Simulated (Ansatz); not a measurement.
System: anatase TiO₂ (metastable phase). Method: rVV10 (plane waves, PAW; Ansatz, an electronic-structure program).

Run with plane-wave cutoff 520 eV, 12×12×12 k mesh, Fermi–Dirac smearing 0.01 eV, no spin polarisation, scalar-relativistic PAW data made under PBE.

Computed at the level's own relaxed cell.

### Question
What does this level give for the Γ–Γ gap, smallest direct gap on the k points sampled, pressure derivative B′ of the bulk modulus and bulk modulus B0?

### Answer

Γ–Γ gap: 2.49 eV
smallest direct gap on the k points sampled: 2.38 eV
pressure derivative B′ of the bulk modulus: 2.4
bulk modulus B0: 171 GPa

Note: the bulk modulus comes from volumes at which shape and atoms were relaxed.

Static lattice: no zero-point or thermal effects.

Cost on a shared machine: roughly 8 core-minutes.
